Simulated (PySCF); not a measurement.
How methods differ on the ionisation energy of P

P [Ne] 3s2 3p3 (4S) → P⁺ [Ne] 3s2 3p2 (3P), as a difference of total energies. Computed with PySCF 2.14 in x2c-TZVPPall with one added diffuse shell each of s, p, d type (6s6p4d1f, 51 functions), with scalar relativity by spin-free X2C-1e. Correlated levels: valence: [Ne] frozen; valence and next inner shell: 1s2 frozen. The calculations carry no spin-orbit coupling.

| method | ionisation energy (eV) | error (eV) |
| --- | --- | --- |
| UHF | 9.896 | -0.630 |
| LDA | 10.569 | +0.043 |
| PBE | 10.482 | -0.044 |
| PBE0 | 10.520 | -0.006 |
| r2SCAN | 10.614 | +0.088 |
| BP86 | 10.520 | -0.006 |
| TPSS | 10.486 | -0.040 |
| BLYP | 10.177 | -0.349 |
| wB97M-V | 10.257 | -0.269 |
| MP2 (valence) | 10.471 | -0.055 |
| SCS-MP2 (valence) | 10.294 | -0.232 |
| MP2 (valence and next inner shell) | 10.474 | -0.052 |
| SCS-MP2 (valence and next inner shell) | 10.297 | -0.229 |

Reference: 10.526 eV (measured; NIST levels, between the centres of gravity of the two terms).

Errors of the correlated levels include the incompleteness of this basis and the frozen core.
